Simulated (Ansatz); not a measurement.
The inner images of a band of C2H3FN (7 atoms, charge 0, multiplicity 2) are given out of order.

Theory: UKS PBE-D4/def2-SVP (Ansatz 0.2.0).

Initial state:

```xyz
7
Properties=species:S:1:pos:R:3
N -1.383 0.842 -0.045
C -0.201 0.615 0.268
C 0.685 -0.534 -0.043
F 0.102 -1.529 -0.815
H -1.824 1.719 0.280
H 1.587 -0.142 -0.568
H 1.033 -0.972 0.922
```

Final state:

```xyz
7
Properties=species:S:1:pos:R:3
N -1.280 0.660 0.006
C -0.053 0.287 0.302
C 0.633 -0.699 -0.437
F 0.068 -1.302 -1.475
H -1.578 1.388 0.677
H 1.660 -1.036 -0.217
H 0.550 0.702 1.144
```

Put them in order from the first end to the last, with their energies above the first end.
A.
```xyz
7
Properties=species:S:1:pos:R:3
N -1.262 0.922 -0.047
C -0.123 0.349 0.195
C 0.642 -0.630 -0.485
F 0.151 -1.647 -1.179
H -1.621 1.468 0.759
H 1.742 -0.593 -0.385
H 0.471 0.131 1.142
```
B.
```xyz
7
Properties=species:S:1:pos:R:3
N -1.407 0.814 0.029
C -0.171 0.673 0.055
C 0.692 -0.514 -0.123
F 0.164 -1.575 -0.847
H -1.798 1.672 0.451
H 1.703 -0.273 -0.514
H 0.816 -0.796 0.950
```
C.
```xyz
7
Properties=species:S:1:pos:R:3
N -1.325 0.921 -0.029
C -0.125 0.509 0.066
C 0.655 -0.582 -0.350
F 0.187 -1.660 -1.029
H -1.689 1.493 0.745
H 1.753 -0.487 -0.398
H 0.545 -0.194 0.995
```
D.
```xyz
7
Properties=species:S:1:pos:R:3
N -1.380 0.859 -0.010
C -0.153 0.648 -0.027
C 0.677 -0.528 -0.210
F 0.194 -1.629 -0.905
H -1.728 1.567 0.654
H 1.750 -0.400 -0.444
H 0.639 -0.518 0.942
```
E.
```xyz
7
Properties=species:S:1:pos:R:3
N -1.257 0.806 -0.041
C -0.101 0.276 0.272
C 0.628 -0.687 -0.467
F 0.096 -1.508 -1.361
H -1.560 1.441 0.721
H 1.719 -0.785 -0.333
H 0.475 0.457 1.209
```

B (+0.11 eV), D (+0.66 eV), C (+1.61 eV), A (+0.49 eV), E (-0.25 eV).

The run took 33 s on 2 threads of AMD EPYC 9R14 (Zen 4), on a shared host, peak memory 0.16 GiB.
